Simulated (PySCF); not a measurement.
**Computed spin Hamiltonian**

C5H4F (doublet state).
Cartesian coordinates in Å at the GFN2-xTB level; atoms count from 1:
```xyz
10
C5H4F angstrom
C      2.4034    1.4575   -1.5479
C      1.3849    1.0367   -1.0095
C      0.3186    0.5324   -0.4350
C     -0.7782    0.1312    0.1332
C     -1.1243   -1.2554    0.5640
F     -1.7880    1.0218    0.4042
H      3.2541    1.8608   -2.0077
H     -0.3096   -1.9367    0.3394
H     -1.3243   -1.2630    1.6355
H     -2.0277   -1.5807    0.0483
```

Identity: `F/C(=[C]\C#C)C` [radical].

Computed, not measured: UKS B3LYP, pcH-1 on C F H, non-relativistic, mean-field spin-orbit, GIAO (PySCF 2.14.0). Isolated species at its GFN2-xTB geometry, gas phase. A GFN2-xTB geometry isn't a minimum of the functional, and hyperfine couplings can be far from their values at a DFT geometry. The SCF solution wasn't tested for stability. ⟨S²⟩ is 0.777 where a pure state has 0.75.

- g1, g2, g3: 2.00116, 2.00237, 2.00262
- g_iso: 2.00205
- Form of g: rhombic: the two nearest values differ by 17 % of g3 − g1
- ⟨S²⟩: 0.7765 (exact 0.7500)
- HOMO–LUMO gap, α and β orbitals: 4.93, 3.63 eV

Isotropic coupling and dipolar principal values T1 to T3, in mT; ρ(0) is the spin density at the nucleus (MHz turned into mT with g_iso):

```csv
atom,isotope,a_iso,T1,T2,T3,Mulliken spin population,ρ(0) (bohr⁻³)
C1,13C,1.88,-1.84,-1.15,2.99,0.62,0.0470
C2,13C,-2.60,-0.77,-0.11,0.88,-0.28,-0.0648
C3,13C,2.44,-2.27,-1.69,3.96,0.72,0.0607
C4,13C,-0.78,-0.62,0.22,0.40,-0.10,-0.0195
C5,13C,0.98,-0.12,-0.09,0.21,0.03,0.0245
F6,19F,8.07,-4.39,-2.65,7.04,0.03,0.0538
H7,1H,-1.71,-0.77,-0.11,0.88,-0.03,-0.0107
H8,1H,0.25,-0.15,-0.05,0.19,0.00,0.0015
H9,1H,-0.07,-0.07,-0.03,0.10,0.00,-0.0004
H10,1H,-0.07,-0.07,-0.03,0.10,0.00,-0.0005
```

The Mulliken spin populations are largest on C3 (+0.72), C1 (+0.62), C2 (-0.28) and C4 (-0.10).

Under fast tumbling the dipolar parts average out, and these isotropic splittings remain: 1 × 19F (F6, I = 1/2, 2 lines) with 8.07 mT, 1 × 1H (H7, I = 1/2, 2 lines) with 1.71 mT and 3 × 1H (H8/H9/H10, I = 1/2, 4 lines) with 0.03 mT.

Class means assume fast exchange of nuclei equivalent by connectivity; if that motion is slow, each nucleus keeps its own coupling. The three 1H nuclei of mean +0.9 MHz run from -2.1 to 6.9 MHz in the frozen geometry.

The 13C coupling of C2 (-72.9 MHz) shows only in satellite lines or after enrichment, since that isotope makes up about 1.07 % of natural carbon.

The spin density at the nucleus, in bohr⁻³, is negative for C2 (-0.0648), C4 (-0.0195) and H7 (-0.0107), for instance. A restricted open-shell determinant has no negative spin density anywhere; here it arises because α and β orbitals differ (spin polarisation).

The run took 40 s of wall time (with the writing of density and orbital grids) on Arm Neoverse N1, one thread, no GPU, shared host, and the process peaked at 0.65 GiB of memory.
